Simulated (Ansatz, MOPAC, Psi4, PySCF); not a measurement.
System: C$_{2}$H$_{2}$O (charge 0, singlet). SMILES: C=C=O
Coordinates optimised at B3LYP-D3(BJ)/def2-TZVP (Ansatz, a program for electronic structure):
```xyz
5

C      0.0091     0.0017    -1.2056
C     -0.0008    -0.0001     0.1027
H      0.0282     0.9401    -1.7377
H     -0.0018    -0.9351    -1.7406
O     -0.0096    -0.0018     1.2620
```

Property: size of the dipole moment, in D. Conventions: non-relativistic; no dispersion term unless named; PM7 with its own dispersion and hydrogen-bond terms; LANL2DZ all-electron up to Ne; spin-orbit terms left out; 6-311+G** with 5d; six Cartesian d functions in 6-31G* and its kin unless marked 5d. Ab initio and DFT rows: single points at B3LYP-D3(BJ) geometries (Ansatz). Semi-empirical rows: dipoles at the shared geometry.

Measured values: NIST CCCBDB, as tabulated in the package chemicals; dipoles are vibrational averages. 

Value to compare with, the measured value: 1.42 D.

| level | program | size of the dipole moment (D) | error |
|---|---|---|---|
| PM6 | MOPAC | 0.67 | -0.75 |
| PM7 | MOPAC | 0.65 | -0.77 |
| PBE/LANL2DZ | Ansatz | 1.51 | 0.09 |
| PBE/6-311+G** | Ansatz | 1.42 | 0.00 |
| BP86/6-31G* (5d) | PySCF | 1.33 | -0.09 |
| B3LYP/STO-3G | Ansatz | 0.52 | -0.90 |
| B3LYP/6-31G | Ansatz | 1.66 | 0.24 |
| B3LYP/6-31G* | Ansatz | 1.43 | 0.01 |
| B3LYP/6-31+G* | Ansatz | 1.54 | 0.12 |
| M06-2X/6-31G* (5d) | PySCF | 1.48 | 0.06 |
| M06-2X/6-311+G** | PySCF | 1.60 | 0.18 |
| wB97X-D/6-311+G** | Psi4 | 1.55 | 0.13 |
| B3PW91/6-31G* (5d) | PySCF | 1.44 | 0.02 |

Among the 13 habitual levels, B3LYP/STO-3G lies farthest from the measured value (-0.90 D); 8 of 13 lie above it, and their mean absolute error is 0.26 D, the median 0.12. One case shows no general order.

The levels are drawn from those run, B3LYP/6-31G* more often than the rest, none by its result; runs whose electronic state is in doubt are left out.
